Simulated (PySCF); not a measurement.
Gas-phase reaction: C2H4 + Cl2 → CH3Cl + CHCl

Method: PySCF energies plus ideal-gas RRHO corrections (1 bar). 'Table' is the NASA 1993 thermochemical table (part measured, part estimated). † marks an energy on the PBE0/def2-TZVP geometry and frequencies; other levels use their own. MP2 and CCSD(T) freeze the core. 6-31G* has spherical d functions here. All species are closed-shell singlets. B3LYP is the form with VWN-RPA correlation. MP2 isn't extrapolated to the basis-set limit; its ΔH°(298 K) is 191.9 kJ in def2-SVP and 188.6 kJ in def2-TZVPP. CCSD(T) isn't extrapolated to the basis-set limit; its ΔH°(298 K) is 181.1 kJ in def2-SVP and 175.2 kJ in def2-TZVPP. The harmonic model lacks anharmonicity and excited electronic states, which grow with temperature; levels with a mode under 35 cm⁻¹ are left out. The table's entry may be an old estimate for CHCl (not checked at source). Warning, large T1 diagnostic: CHCl (CCSD(T)/def2-SVP†).

| level | ΔH°(298 K), kJ | minus table | ΔG°(800 K), kJ |
|---|---|---|---|
| table | 173.8 | - | 152.5 |
| B3LYP/6-31G* | 172.3 | -1.5 | 150.8 |
| CCSD(T)/def2-SVP† | 181.1 | 7.3 | 159.4 |
| HF/6-31G* | 134.2 | -39.6 | 111.9 |
| MP2/def2-SVP† | 191.9 | 18.1 | 170.3 |
| PBE0/def2-QZVP† | 187.9 | 14.1 | 166.2 |
| PBE0/def2-TZVP | 186.8 | 13.0 | 165.1 |
| r2SCAN/def2-TZVP† | 185.2 | 11.4 | 163.5 |
| ωB97X-V/def2-TZVP† | 176.1 | 2.3 | 154.4 |
